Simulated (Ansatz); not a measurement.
# MoSe2: the cost of one run

Computed with Ansatz 0.2.0, Gaussian basis. Level: the settings change from run to run.

3 further runs of the same task are left out: 1 for a known fault of the program, 2 set aside as unsound or not needed. Runs told in other sessions of the task aren't counted.

### Step 1. The relaxed structure

The geometry comes from an earlier relaxation with r2SCAN-D4 in a triple-zeta def2 set; it is a stationary point. Mo takes a core potential in def2 sets; no spin-orbit term is included.

3 atoms, charge -1, spin multiplicity 2.

Atoms are counted from 1 here; the program's logs count them from 0.

Bond lengths: Mo1–Se2 2.292 Å, Mo1–Se3 2.292 Å. Angles: Se2–Mo1–Se3 130.6°.

### Step 2. wB97/x2c-TZVPPall

This run has relativity set to scalar.

The input, in.yaml:

```yaml
crystal:
  periodic: [false, false, false]
  atoms:
    - {symbol: Mo, position_ang: [-0.227633, 0.578741, 0.144050]}
    - {symbol: Se, position_ang: [-1.797700, -1.090556, 0.126156]}
    - {symbol: Se, position_ang: [2.025343, 0.511815, -0.270205]}
basis:
  gaussian: {orbitals: x2c-TZVPPall}
total_charge: -1
magnetization: {spin_polarized: true, initial_magnetization: 1}
hamiltonian: {xc: {name: wB97}, pseudopotentials: {relativity: scalar}}
scf: {omitted_lower_state_checks: [starts]}
```

The run is started by

```
$ ansatz run in.yaml --threads 4 --pin off --events-out ev --progress --plain --max-ram 3916MiB
```

What time and memory should one allow on 4 threads of Intel Xeon Platinum 8488C, shared host?

About 31 s, with a peak of 0.9 GiB.
